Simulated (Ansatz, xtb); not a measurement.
## A geometry optimisation of C2H6B+ with r2SCAN-D4/def2-SVP

The starting geometry of this gas-phase singlet was built from a drawn formula by distance geometry and a force field; its bonds are those of `[CH2+]BC`.

```xyz
9

C    -1.3468    0.9114    2.2055
C     0.7825    0.4429    0.5956
B     0.1632    0.6112    2.0411
H    -1.8000    1.0251    3.1908
H    -1.9475    1.0742    1.3388
H     0.8378    0.4278    3.0009
H     0.6802    1.3808    0.0431
H     1.8974    0.2004    0.6797
H     0.3282   -0.3894    0.0439
```

Problem. Predict what becomes of its bonds when it is optimised with r2SCAN-D4/def2-SVP.

Solution. It rearranges to `C[B+]C`. Contacts that open: B3–H6 (1.19 → 2.13 Å). Contacts that close: C1–H6 (2.37 → 1.11 Å).

The energy falls by 4.04 eV over 22 steps:

```tsv
step	E − E(last) (eV)
1	4.037
3	3.454
6	2.529
8	2.334
10	2.287
13	2.073
15	1.256
17	0.327
20	0.004
22	0.000
```

Final geometry (Å):

```xyz
9

C    -0.9981    1.0391    2.5093
C     0.9080    0.2240    0.4106
B    -0.0451    0.6315    1.4599
H    -1.4943    0.1518    2.9490
H    -1.7781    1.7034    2.0885
H    -0.4742    1.5840    3.3189
H     1.3673    1.1138   -0.0630
H     1.7161   -0.3994    0.8410
H     0.3933   -0.3637   -0.3746
```

From the same start GFN2-xTB reaches the same bonding as this run.

No frequencies were run, so the end isn't proven a minimum. Run with Ansatz 0.2.0, 31 s on 1 thread of Arm Neoverse V2, on a shared host.
